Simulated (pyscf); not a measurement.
•HC=C=CH–CH₂–CH₃ (SMILES [CH]=C=CCC) → HC≡C–CH=CH₂ (SMILES C#CC=C) + CH₃• (SMILES [CH3]) (bond scission; doublet surface; C–C broken, none formed). Structures and frequencies: ωB97X-D3(BJ)/def2-SVP in PySCF. Energies in kcal/mol from the reactant's lowest minimum found.

```
level                   barrier  reaction energy
----------------------  -------  ---------------
ωB97X-D3(BJ)/def2-TZVP     43.1            +40.9
r²SCAN/def2-TZVP           39.9            +39.6
PBE0-D3(BJ)/def2-TZVP      43.1            +42.6
M06-2X/def2-TZVP           40.1            +37.6
ωB97M-D3(BJ)/def2-TZVP     41.0            +38.3
HF/def2-TZVP               38.0            +32.2
```

The functionals in the table span 3.2 kcal/mol in this barrier, from r²SCAN to ωB97X-D3(BJ). •HC=C=CH–CH₂–CH₃ lies 13.8 kcal/mol over its isomer •H₂C–C(=CH₂)–CH=CH₂, and others may lie lower still (electronic energy, ωB97M-D3(BJ)). This is the saddle that the search found; another between the same sides may lie lower.
